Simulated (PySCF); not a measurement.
Level of theory: PySCF 2.14.0 with PBE-D3(BJ)/def2-TZVP // PBE0-D3(BJ)/def2-SVP. Isolated molecules, 0 K electronic values unless said otherwise. 

Reference species (SMILES): `O` (neutral, multiplicity 1).

```yaml
dipole_moment: 2.05 D
HOMO: -6.98 eV
```

Changed species: `N` (free base NH3; the reference has free base H2O).

Task: Give the shifts of the dipole moment and HOMO.

Result: the dipole moment falls by 0.30 D, to 1.75 D; the HOMO rises by 0.91 eV, to -6.07 eV.
